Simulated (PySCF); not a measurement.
Dimethyl sulfoxide, C2H6OS.
Cartesian coordinates in Å at the GFN2-xTB level; atoms count from 1:
```xyz
10
C2H6OS angstrom
C     -1.2856    0.1557   -0.4699
S     -0.0786   -1.0606    0.2312
C      1.3721    0.0830    0.1057
O     -0.3910   -1.1600    1.6554
H     -2.2675   -0.3059   -0.4480
H     -1.0006    0.3761   -1.4922
H     -1.2909    1.0531    0.1388
H      1.1754    0.9829    0.6776
H      2.2338   -0.4312    0.5189
H      1.5418    0.3116   -0.9400
```

Mulliken charges (e) from the PBE0/pcSseg-1 density (PySCF), one withheld:

```csv
atom,bonded to,charge
C1,S2 H5 H6 H7,-0.4119
S2,C1 C3 O4,?
C3,S2 H8 H9 H10,-0.4120
O4,S2,-0.6193
H5,C1,+0.1604
H6,C1,+0.1311
H7,C1,+0.1489
H8,C3,+0.1490
H9,C3,+0.1604
H10,C3,+0.1311
```

(1) What is the charge on S2?

(2) Add each hydrogen's charge to the atom that carries it.

(3) Across which bond do the charges differ most?

(4) Take the bonds between elements whose Pauling electronegativities differ by more than 0.25. In how many does the more electronegative atom carry the lower charge?

(5) How much positive and how much negative charge does this set hold in all?

Results:

(1) The charges add up to the total charge, 0. The others sum to -0.5623, which leaves +0.5623 e for S2 (sulfinyl sulfur); the computed value is +0.5622, the difference coming from rounding.

(2) C1 +0.0285, C3 +0.0285. Atoms without hydrogen keep their charges.

(3) S2–O4: +0.5622 on S2 against -0.6193 on O4, a difference of 1.1815 e. The lower charge is on the more electronegative element of the two (Pauling values: O 3.44, S 2.58).

(4) In 7 of 7.

(5) +1.4431 e on 7 atoms and -1.4432 e on 3.

The Mulliken scheme counts on each atom the diagonal of the density matrix times the overlap matrix over that atom's basis functions. Isolated species at its GFN2-xTB geometry, gas phase.
